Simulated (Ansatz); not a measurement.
# BHS+ (doublet): from Hartree-Fock to the top rungs, def2-QZVPP

One table from this session's results is given with a row withheld; the runs are named, their logs left out.

Method: def2-QZVPP, core rule «outside noble gas», up to 6 orbitals frozen; program: Ansatz 0.2.0, Gaussian basis.

The runs, in order: UHF; ROHF; CCSD(T) on UHF.

2 further runs of the same task are left out: 2 set aside as unsound or not needed.

### The system

The geometry is a PBE0/def2-TZVP stationary point (not a proven minimum) of the parent state, kept for this charge and spin.

3 atoms, charge 1, spin multiplicity 2.

Atoms are counted from 1 here; the program's logs count them from 0.

Bond lengths: B1–S2 1.598 Å, B1–H3 1.175 Å. Angles: S2–B1–H3 180.0°.

As a file:

```xyz
3
charge 1, multiplicity 2
B     0.0000    0.0000    0.1409
S     0.0000    0.0000   -1.4569
H     0.0000    0.0000    1.3159
```

Set-up of the first run:

Input file in.yaml:

```yaml
crystal:
  periodic: [false, false, false]
  atoms:
    - {symbol: B, position_ang: [0.000000, 0.000000, 0.140933]}
    - {symbol: S, position_ang: [0.000000, 0.000000, -1.456867]}
    - {symbol: H, position_ang: [0.000000, 0.000000, 1.315933]}
basis:
  gaussian: {orbitals: "def2-QZVPP.json"}
total_charge: 1
magnetization: {spin_polarized: true, initial_magnetization: 1}
hamiltonian: {xc: hf}
output: {orbitals: {seedname: orbitals}}
```

The run is started by

```bash
> ansatz run in.yaml --threads 1 --pin off --events-out ev --progress --plain --max-ram 2393MiB
```

Among the steps run: UHF; ROHF; CCSD(T) on UHF.

One table of the session follows, with a row left open; its other results are not shown here.

```
  method  from UCCSD(T) (kcal/mol)
    ROHF                   +168.31
     UHF                   +165.31
    UMP2                    +24.63
   UCCSD                         ?
UCCSD(T)                         0
```

Q: Estimate the row for UCCSD from the others.

The run gave: from UCCSD(T) (kcal/mol): +7.34. In the column «from UCCSD(T) (kcal/mol)» it lies between UCCSD(T) (0) and UMP2 (+24.63).
